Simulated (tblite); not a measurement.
Compound: C5H4F (doublet state).
SMILES: `C#C/[C]=C(/C)F`

Computed with GFN2-xTB (tblite): harmonic, unscaled wavenumbers at the GFN2-xTB geometry, gas phase. This tight-binding method is rough: wavenumbers can miss measured ones by several per cent, in bad cases by 10 to 20. Open shells enter through the occupations alone, without spin polarisation, and single modes of such species can be off by tens of per cent.

Harmonic wavenumbers (cm⁻¹): 46.3, 121.8, 151.4, 275.5, 337.6, 365.7, 412.1, 440.0, 484.8, 601.9, 699.2, 938.3, 1006.8, 1098.2, 1187.5, 1379.3, 1449.3, 1458.5, 1859.3, 2072.0, 3003.6, 3016.3, 3066.3, 3399.6.

A = 9762, B = 1882, C = 1594 MHz; mass 83.030 u (most abundant isotopes); point group Cs, symmetry number 1; spin multiplicity 2.

**Question.** Zero-point energy?

**Answer.** Half the sum of the wavenumbers: 14436 cm⁻¹ = 41.27 kcal/mol.

**Question.** Entropy at 400 K, 1 bar (ideal gas, RRHO, classical rotation)?

**Answer.** Translation 40.65, rotation 27.67, vibration 24.11, spin (R ln 2) 1.38: S = 93.8 cal/(mol K).

**Question.** And Cp and H(400 K) − H(0)?

**Answer.** Cp = 30.37 cal/(mol K), of which vibrations give 22.42 (their classical limit is 24 R = 47.7); H(400 K) − H(0) = 8.13 kcal/mol without the zero-point energy, 4.95 from vibrations.

**Question.** How do the functions run with temperature in this model?

**Answer.** 
```
T (K)  S (cal/(mol K))  Cp (cal/(mol K))  H − H(0) (kcal/mol)  G − H(0) (kcal/mol)  ln q(vib)
  100             63.8              14.5                 1.10                -5.29       1.07
  200             76.1              21.2                 2.90               -12.31       2.67
  300             85.7              26.3                 5.29               -20.41       4.32
  500            101.0              33.7                11.34               -39.14       7.43
  800            118.5              40.8                22.61               -72.18      11.56
 1000            128.0              44.0                31.10               -96.85      14.00
```

q(vib) and H(0) count from the zero-point level.

**Question.** Which modes carry the vibrational entropy at 400 K?

**Answer.** 46.3 cm⁻¹: 5.55; 121.8 cm⁻¹: 3.64; 151.4 cm⁻¹: 3.22; 275.5 cm⁻¹: 2.08; 337.6 cm⁻¹: 1.72; 365.7 cm⁻¹: 1.58 cal/(mol K); the other 18 give 6.32 together.

**Question.** What must be added to the electronic energy to get the Gibbs energy at 400 K and 1 bar?

**Answer.** ZPE + [H(400 K) − H(0)] − T·S = 41.27 + 8.13 − 37.53 = 11.87 kcal/mol.

Hindered rotation and anharmonicity are outside this model.
